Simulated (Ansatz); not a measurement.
Consider the substitution at a C–C bond: `CCOCF` + `C=CC(O)=S` → `C=CC(=S)OC` + `COCF`.

Program: Ansatz. Geometries: PBE0-D4/def2-TZVP. ΔE: electronic, gas phase. CCSD(T)/CBS adds triple-zeta CCSD(T) − MP2 to the extrapolated MP2 energy (def2 sets, frozen cores). Functionals use def2-TZVPP. B3LYP here is the variant with VWN-RPA as its local correlation; programs differ in this. HSE06 is defined as in plane-wave codes. Each species was taken in one conformer, which may not be the lowest.

| level | ΔE (kcal/mol) | difference from CCSD(T)/CBS |
| --- | --- | --- |
| revPBE-D4 | 12.1 | -0.8 |
| B97M-V | 12.9 | 0.0 |
| HSE06-D4 | 13.0 | 0.1 |
| BHLYP-D4 | 11.8 | -1.1 |
| ωB97X-V | 12.5 | -0.4 |
| PBE-QIDH | 13.2 | 0.3 |
| BLYP | 11.7 | -1.2 |
| B3LYP | 12.1 | -0.8 |
| r2SCANh | 13.0 | 0.1 |
| HSE06 | 13.3 | 0.4 |
| BHLYP | 12.2 | -0.7 |
| LC-ωPBE | 13.5 | 0.6 |
| RPA@PBE/def2-TZVPP | 11.4 | -1.5 |
| MP2/def2-SVP | 12.6 | -0.3 |
| SCS-MP2/def2-QZVPP | 12.2 | -0.7 |
| MP2/CBS(def2) | 13.2 | 0.3 |
| CCSD(T)/CBS | 12.9 | 0 |

Largest T1 diagnostic among the species: 0.018.

Leaving LDA and LC-ωPBE aside and taking each functional with its dispersion term where it has one, the values, not all of them listed here, spread over 2.3 kcal/mol, from BLYP-D4 to PBE-QIDH. At CCSD(T), def2-SVP lies −1.0 kcal/mol from the extrapolated value and def2-TZVPP −0.6 kcal/mol.

CCSD(T)/CBS has its own doubt, a few kJ/mol and more with outer-core shells, so smaller differences from it don't rank the levels.
